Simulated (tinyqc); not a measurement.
Inside a calculation. Method: UKS/BLYP in the sto-3g basis, for CH, spin multiplicity 4. One step of it, computed by the program tinyqc.

Question. Iteration 1: building the Kohn-Sham matrix. J_ij = sum D_kl (ij|kl) with D = D(alpha) + D(beta); F = H + J + V_xc; E = tr D H + tr D J / 2 + E_xc + E_nn.

D(alpha) at the start:
```
,1C 1s,1C 2s,1C 2px,1C 2py,1C 2pz,2H 1s
1C 1s,1.066318,-0.267473,0.000000,0.000000,-0.003449,0.013186
1C 2s,-0.267473,1.078572,0.000000,0.000000,0.016296,-0.050679
1C 2px,0.000000,0.000000,1.000000,0.000000,0.000000,0.000000
1C 2py,0.000000,0.000000,0.000000,1.000000,0.000000,0.000000
1C 2pz,-0.003449,0.016296,0.000000,0.000000,1.020396,-0.071906
2H 1s,0.013186,-0.050679,0.000000,0.000000,-0.071906,0.007343
```

D(beta) at the start:
```
,1C 1s,1C 2s,1C 2px,1C 2py,1C 2pz,2H 1s
1C 1s,1.062173,-0.250160,0.000000,0.000000,-0.065993,0.016753
1C 2s,-0.250160,1.006256,0.000000,0.000000,0.277552,-0.065577
1C 2px,0.000000,0.000000,0.000000,0.000000,0.000000,0.000000
1C 2py,0.000000,0.000000,0.000000,0.000000,0.000000,0.000000
1C 2pz,-0.065993,0.277552,0.000000,0.000000,0.076565,-0.018086
2H 1s,0.016753,-0.065577,0.000000,0.000000,-0.018086,0.004274
```

core Hamiltonian H = T + V (hartree):
```
,1C 1s,1C 2s,1C 2px,1C 2py,1C 2pz,2H 1s
1C 1s,-18.035521,-4.346146,0.000000,0.000000,-0.005391,-0.165370
1C 2s,-4.346146,-4.991340,0.000000,0.000000,-0.062751,-0.548659
1C 2px,0.000000,0.000000,-3.933951,0.000000,0.000000,0.000000
1C 2py,0.000000,0.000000,0.000000,-3.933951,0.000000,0.000000
1C 2pz,-0.005391,-0.062751,0.000000,0.000000,-3.964896,-0.578025
2H 1s,-0.165370,-0.548659,0.000000,0.000000,-0.578025,-2.109111
```

Two-electron integrals (ij|kl) in chemists' order, unique and non-zero (hartree):
```
i,j,k,l,(ij|kl)
1,1,1,1,3.541948
2,1,1,1,0.576921
2,1,2,1,0.111888
2,2,1,1,0.854682
2,2,2,1,0.205284
2,2,2,2,0.624709
3,1,3,1,0.020296
3,2,3,1,0.030858
3,2,3,2,0.137996
3,3,1,1,0.852436
3,3,2,1,0.205335
3,3,2,2,0.624568
3,3,3,3,0.672833
4,1,4,1,0.020296
4,2,4,1,0.030858
4,2,4,2,0.137996
4,3,4,3,0.036269
4,4,1,1,0.852436
4,4,2,1,0.205335
4,4,2,2,0.624568
4,4,3,3,0.600295
4,4,4,4,0.672833
5,1,5,1,0.020296
5,2,5,1,0.030858
5,2,5,2,0.137996
5,3,5,3,0.036269
5,4,5,4,0.036269
5,5,1,1,0.852436
5,5,2,1,0.205335
5,5,2,2,0.624568
5,5,3,3,0.600295
5,5,4,4,0.600295
5,5,5,5,0.672833
6,1,1,1,0.021764
6,1,2,1,0.004199
6,1,2,2,0.007704
6,1,3,3,0.007684
6,1,4,4,0.007684
6,1,5,1,0.000256
6,1,5,2,0.000480
6,1,5,5,0.007747
6,1,6,1,0.000161
6,2,1,1,0.075799
6,2,2,1,0.018566
6,2,2,2,0.065687
6,2,3,3,0.064021
6,2,4,4,0.064021
6,2,5,1,0.001731
6,2,5,2,0.013876
6,2,5,5,0.068948
6,2,6,1,0.000728
6,2,6,2,0.011212
6,3,3,1,0.001525
6,3,3,2,0.008970
6,3,5,3,0.002486
6,3,6,3,0.001076
6,4,4,1,0.001525
6,4,4,2,0.008970
6,4,5,4,0.002486
6,4,6,4,0.001076
6,5,1,1,0.078690
6,5,2,1,0.019463
6,5,2,2,0.072651
6,5,3,3,0.069492
6,5,4,4,0.069492
6,5,5,1,0.002911
6,5,5,2,0.021816
6,5,5,5,0.078884
6,5,6,1,0.000782
6,5,6,2,0.014512
6,5,6,5,0.019510
6,6,1,1,0.273739
6,6,2,1,0.067976
6,6,2,2,0.272515
6,6,3,3,0.263073
6,6,4,4,0.263073
6,6,5,1,0.005350
6,6,5,2,0.060750
6,6,5,5,0.291185
6,6,6,1,0.002653
6,6,6,2,0.068554
6,6,6,5,0.097762
6,6,6,6,0.774606
```

nuclear repulsion = 1.64340749 hartree

V_xc(alpha) (hartree):
```
,1C 1s,1C 2s,1C 2px,1C 2py,1C 2pz,2H 1s
1C 1s,-2.305636,-0.344862,0.000000,0.000000,-0.001150,-0.013118
1C 2s,-0.344862,-0.624851,0.000000,0.000000,-0.006150,-0.052756
1C 2px,0.000000,0.000000,-0.623098,0.000000,0.000000,0.000000
1C 2py,0.000000,0.000000,0.000000,-0.623098,0.000000,0.000000
1C 2pz,-0.001150,-0.006150,0.000000,0.000000,-0.623133,-0.052955
2H 1s,-0.013118,-0.052756,0.000000,0.000000,-0.052955,-0.138886
```

V_xc(beta) (hartree):
```
,1C 1s,1C 2s,1C 2px,1C 2py,1C 2pz,2H 1s
1C 1s,-2.277328,-0.321909,0.000000,0.000000,-0.005087,-0.012353
1C 2s,-0.321909,-0.479897,0.000000,0.000000,-0.048739,-0.044495
1C 2px,0.000000,0.000000,-0.478867,0.000000,0.000000,0.000000
1C 2py,0.000000,0.000000,0.000000,-0.478867,0.000000,0.000000
1C 2pz,-0.005087,-0.048739,0.000000,0.000000,-0.475679,-0.046725
2H 1s,-0.012353,-0.044495,0.000000,0.000000,-0.046725,-0.125561
```

E_xc = sum of w rho eps_xc = -5.94927981 hartree

Give: Coulomb J; F(alpha); F(beta); total energy of this density.

Answer.

Coulomb J (hartree):
```
,1C 1s,1C 2s,1C 2px,1C 2py,1C 2pz,2H 1s
1C 1s,11.336,2.169,0.000,0.000,0.014,0.082
1C 2s,2.169,4.819,0.000,0.000,0.070,0.486
1C 2px,0.000,0.000,4.812,0.000,0.000,0.000
1C 2py,0.000,0.000,0.000,4.812,0.000,0.000
1C 2pz,0.014,0.070,0.000,0.000,4.816,0.531
2H 1s,0.082,0.486,0.000,0.000,0.531,1.937
```

F(alpha) (hartree):
```
,1C 1s,1C 2s,1C 2px,1C 2py,1C 2pz,2H 1s
1C 1s,-9.005,-2.522,0.000,0.000,0.008,-0.097
1C 2s,-2.522,-0.798,0.000,0.000,0.001,-0.115
1C 2px,0.000,0.000,0.255,0.000,0.000,0.000
1C 2py,0.000,0.000,0.000,0.255,0.000,0.000
1C 2pz,0.008,0.001,0.000,0.000,0.228,-0.100
2H 1s,-0.097,-0.115,0.000,0.000,-0.100,-0.311
```

F(beta) (hartree):
```
,1C 1s,1C 2s,1C 2px,1C 2py,1C 2pz,2H 1s
1C 1s,-8.977,-2.499,0.000,0.000,0.004,-0.096
1C 2s,-2.499,-0.653,0.000,0.000,-0.041,-0.107
1C 2px,0.000,0.000,0.399,0.000,0.000,0.000
1C 2py,0.000,0.000,0.000,0.399,0.000,0.000
1C 2pz,0.004,-0.041,0.000,0.000,0.376,-0.094
2H 1s,-0.096,-0.107,0.000,0.000,-0.094,-0.298
```

total energy of this density = -37.31011 hartree

This density is the starting one.
